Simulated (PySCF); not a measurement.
H₃NS, SMILES NS, point group Cs.

Level: B3LYP/pcSseg-2 in PySCF (density fitting, grid level 2); geometry and Hessian at that level, cubic constants and property derivatives from steps of ±0.6 along each species' dimensionless normal coordinates, second-order vibrational perturbation theory. The parent has the commonest isotopes.

Equilibrium geometry (Å):

```
atom        x        y        z
  N1  -0.5341   0.1708   0.1329
  S2   0.9488  -0.4252  -0.5071
  H3  -1.1798  -0.5840   0.3131
  H4  -0.9534   0.8439  -0.4918
  H5   1.7531   0.0059   0.4841
```

An isotope shift is δ(isotopologue) − δ(parent), that is, the negative of the change in the averaged GIAO shielding; n counts bonds from the nearest label (0: the labelled atom itself). These are computed values; those of heavy atoms are rounded to 5 ppb, about the numerical noise.

Task: What isotope shifts arise with ³³S at 2?

Result: 
```json
{"nucleus": "S2", "n": "0", "0 K (ppb)": "-40", "400 K (ppb)": "-30"}
{"nucleus": "N1", "n": "1", "0 K (ppb)": "-10", "400 K (ppb)": "-10"}
{"nucleus": "H5", "n": "1", "0 K (ppb)": "0", "400 K (ppb)": "0"}
{"nucleus": "H3", "n": "2", "0 K (ppb)": "0", "400 K (ppb)": "0"}
{"nucleus": "H4", "n": "2", "0 K (ppb)": "0", "400 K (ppb)": "0"}
```

Task: What isotope shifts arise with ²H at 5?

Result: 
```
nucleus  n  0 K (ppb)  400 K (ppb)
     H5  0        -89          -77
     S2  1      -5645        -5235
     N1  2       -420         -370
     H3  3         -6          -10
     H4  3         -6           -9
```

Task: What isotope shifts arise with ³³S at 2, ²H at 5?

Result: 
```tsv
nucleus	n	0 K (ppb)	400 K (ppb)
S2	0	-5685	-5265
H5	0	-90	-78
N1	1	-430	-380
H3	2	-7	-10
H4	2	-6	-10
```

Internal rotors are held in one well.
